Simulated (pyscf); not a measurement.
Thermochemistry of product channels of HI + acetylene (HC≡CH) on the singlet surface, in kJ/mol, from ωB97M-D3(BJ)/def2-TZVP energies (ideal gas, 1 atm, RRHO with modes under 100 cm⁻¹ raised to 100, one conformer, R ln 2 for rigid chiral ones). Structures and frequencies: ωB97X-D3(BJ)/def2-SVP in PySCF.

```tsv
products	ΔE	ΔH(298 K)	ΔG(900 K)	ΔG(1200 K)
HC≡C–I + hydrogen (H₂)	+80.8	+72.3	+81.2	___
:HC–CH₂–I [singlet]	+157.5	+165.2	+263.4	+295.8
H₂C=CH–I	___	-127.0	-13.2	+25.7
```

**Question.** Fill in the missing entries.

**Answer.** 
- HC≡C–I + hydrogen (H₂), ΔG(1200 K): +82.0
- H₂C=CH–I, ΔE: -144.8

The channel to H₂C=CH–I turns unfavourable between 298 and 1200 K (ΔG from -90.5 kJ/mol to +25.7 kJ/mol).

These are energies of the channels, which say nothing of barriers. :HC–CH₂–I [singlet] is an excited spin state, 14.5 kJ/mol over the triplet at ωB97X-D3(BJ). Elements past Kr carry the def2 core potentials, without spin-orbit coupling.
